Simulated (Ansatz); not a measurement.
**BN (triplet): wave-function methods side by side, def2-QZVPP**

An exercise on one series of results from a longer session: the logs are not shown, and one member is left open.

The runs use Ansatz 0.2.0, Gaussian basis; def2-QZVPP, core rule «outside noble gas», up to 2 orbitals frozen.

The runs, in order: UHF; ROHF; CCSD(T) on UHF.

2 further runs of the same task are left out: 2 set aside as unsound or not needed.

### What is computed

The geometry is a PBE0/def2-TZVP stationary point (not a proven minimum).

2 atoms, charge 0, spin multiplicity 3.

Atoms are counted from 1 here; the program's logs count them from 0.

Bond lengths: B1–N2 1.315 Å.

Set-up of the first run:

in.yaml reads:

```yaml
crystal:
  periodic: [false, false, false]
  atoms:
    - {symbol: B, position_ang: [0.000000, 0.000000, 0.000000]}
    - {symbol: N, position_ang: [0.000000, 0.000000, 1.315453]}
basis:
  gaussian: {orbitals: "def2-QZVPP.json"}
magnetization: {spin_polarized: true, initial_magnetization: 2}
hamiltonian: {xc: hf}
output: {orbitals: {seedname: orbitals}}
```

On the command line:

```bash
$ ansatz run in.yaml --threads 1 --pin off --events-out ev --progress --plain --max-ram 2393MiB
```

Steps of the session up to this table: UHF; ROHF; CCSD(T) on UHF.

One of the session's tables, all rows but one given; the rest of the session is left out.

```
  method  from UCCSD(T) (meV)
    ROHF              +7338.3
     UHF              +7211.7
    UMP2               +820.3
   UCCSD                    ?
UCCSD(T)                    0
```

**Question.** Estimate the row for UCCSD.

The run gave: from UCCSD(T) (meV): +372.1. In the column «from UCCSD(T) (meV)» it lies between UCCSD(T) (0) and UMP2 (+820.3).
